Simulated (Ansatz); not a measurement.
Run this with Ansatz 0.2.0, Python API and show what comes out.

Input file `c2h5.xyz`:
```text
7

C    -0.12561   -0.84103    0.08854
C     0.09436    0.60037   -0.10376
H    -1.11943   -1.24283    0.10916
H     0.69299   -1.48947    0.33060
H     1.07518    0.79566   -0.53704
H     0.05805    1.14137    0.85274
H    -0.67556    1.03594   -0.74023
```

The script, `c2h5.py`:
```python
"""Relax C2H5 cheaply, then refine its energy."""

import warnings

import ansatz as az
import numpy as np

config = {
    "basis_set": "def2-SVP",
    "xc": "B3LYP",
}


def main() -> None:
    warnings.simplefilter("ignore", az.DeckWarning)

    molecule = az.Crystal.molecule_from_extxyz("c2h5.xyz")

    calculation = (
        molecule.calculation()
        .basis(gaussian=config["basis_set"])
        .functional(config["xc"])
        .spin("collinear", total=1)
    )
    symbols = [site.symbol for site in molecule.cartesian_sites]
    start = np.array([site.position_ang for site in molecule.cartesian_sites], dtype=float)
    r = calculation.relax(force_tolerance=0.01).run(threads=1, backend="cpu").report
    end = np.array(r["positions_ang"])
    print("final positions (A) and the move of each atom")
    for symbol, xyz, old in zip(symbols, end, start):
        print(f"{symbol:2s} {xyz[0]:10.5f} {xyz[1]:10.5f} {xyz[2]:10.5f}   {np.linalg.norm(xyz - old):7.4f}")

    minimum = az.Crystal.molecule()
    for symbol, place in zip(symbols, end):
        minimum = minimum.atom(symbol, place.tolist())
    at_minimum = minimum.calculation().spin("collinear", total=1)
    # MP2 extrapolated to the basis limit, plus the small-basis difference CCSD(T) - MP2
    level = lambda method, basis: at_minimum.basis(gaussian=basis).correlation(method).run(threads=1, backend="cpu").report
    small, large, cluster = level("mp2", "cc-pVDZ"), level("mp2", "cc-pVTZ"), level("ccsd_t", "cc-pVDZ")
    corr = lambda each: (each["free_energy_ev"] - each["reference_energy_ev"]) / 27.211386246
    mp2_limit = (27 * corr(large) - 8 * corr(small)) / 19
    pieces = {"HF / cc-pVTZ": large["reference_energy_ev"] / 27.211386246, "MP2 correlation, DZ-TZ limit": mp2_limit, "CCSD(T) - MP2 / cc-pVDZ": corr(cluster) - corr(small)}
    for name, value in pieces.items():
        print(f"{name:32s} {value:14.6f} Ha")
    print(f"{'sum':32s} {sum(pieces.values()):14.6f} Ha")
    print("T1 diagnostic", round(cluster["correlation"]["coupled_cluster"]["t1_diagnostic"], 4))


if __name__ == "__main__":
    main()
```

```console
$ python c2h5.py
final positions (A) and the move of each atom
C    -0.12671   -0.85441    0.08211    0.0149
C     0.09513    0.60447   -0.10498    0.0043
H    -1.13756   -1.26999    0.11838    0.0339
H     0.70088   -1.52067    0.34113    0.0339
H     1.08337    0.82050   -0.54492    0.0273
H     0.05911    1.15857    0.85812    0.0181
H    -0.67424    1.06155   -0.74983    0.0274
HF / cc-pVTZ                         -78.626835 Ha
MP2 correlation, DZ-TZ limit          -0.357272 Ha
CCSD(T) - MP2 / cc-pVDZ               -0.044262 Ha
sum                                  -79.028369 Ha
T1 diagnostic 0.0089
```

Caveats:
- These settings explore the input space; basis and method may be short of convergence.
- The sum leaves out core correlation, relativity, the Hartree-Fock basis error and zero-point energy; a DZ-TZ extrapolation is rough.
- The species is open-shell (spin multiplicity 2).
- b3lyp holds the VWN-RPA fit, as in Gaussian; the form of ORCA and Turbomole is b3lyp5.
- Inner cores stay frozen, so this is valence correlation.
- An extrapolation from small basis sets is rough.
- Timing: 9 s on 1 thread of Arm Neoverse V2, with other jobs on the host, peak memory 0.25 GiB.
